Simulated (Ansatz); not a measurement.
# SiN2 (triplet): from Hartree-Fock to the top rungs, def2-TZVPP

An exercise on one series of results from a longer session: the logs are not shown, and one member is left open.

The runs use Ansatz 0.2.0, Gaussian basis; def2-TZVPP, core rule «outside noble gas», up to 7 orbitals frozen.

To be run: UHF; ROHF; CCSD(T) on UHF.

2 further runs of the same task are left out: 2 set aside as unsound or not needed.

**The geometry**

The geometry is a PBE0/def2-TZVP stationary point (not a proven minimum).

3 atoms, charge 0, spin multiplicity 3.

Atoms are counted from 1 here; the program's logs count them from 0.

Bond lengths: N1–N2 1.137 Å, N2–Si3 1.741 Å. Angles: N1–N2–Si3 180.0°.

As a file:

```xyz
3
charge 0, multiplicity 3
N     0.0000    0.0000   -1.3380
N     0.0000    0.0000   -0.2013
Si    0.0000    0.0000    1.5393
```

The first run:

in.yaml

```yaml
crystal:
  periodic: [false, false, false]
  atoms:
    - {symbol: N, position_ang: [0.000000, 0.000000, -1.338000]}
    - {symbol: N, position_ang: [0.000000, 0.000000, -0.201300]}
    - {symbol: Si, position_ang: [0.000000, 0.000000, 1.539300]}
basis:
  gaussian: {orbitals: def2-TZVPP}
magnetization: {spin_polarized: true, initial_magnetization: 2}
hamiltonian: {xc: hf}
output: {orbitals: {seedname: orbitals}}
```

Launch:

```
ansatz run in.yaml --threads 1 --pin off --events-out ev --progress --plain --max-ram 3968MiB --backend cpu
```

Steps of the session up to this table: UHF; ROHF; CCSD(T) on UHF.

One table of the session follows, with a row left open; its other results are not shown here.

| method | from UCCSD(T) (kJ/mol) |
| --- | --- |
| ROHF | +1338.7 |
| UHF | +1270.7 |
| UMP2 | +159.0 |
| UCCSD | ? |
| UCCSD(T) | 0 |

**Question.** Estimate the row for UCCSD.

**Answer.** from UCCSD(T) (kJ/mol): +67.3. In the column «from UCCSD(T) (kJ/mol)» it lies between UCCSD(T) (0) and UMP2 (+159.0).

With the free atoms at the same levels and basis (separate runs), the atomisation energy is 9.721 eV at UCCSD(T), 4.409 eV at ROHF.
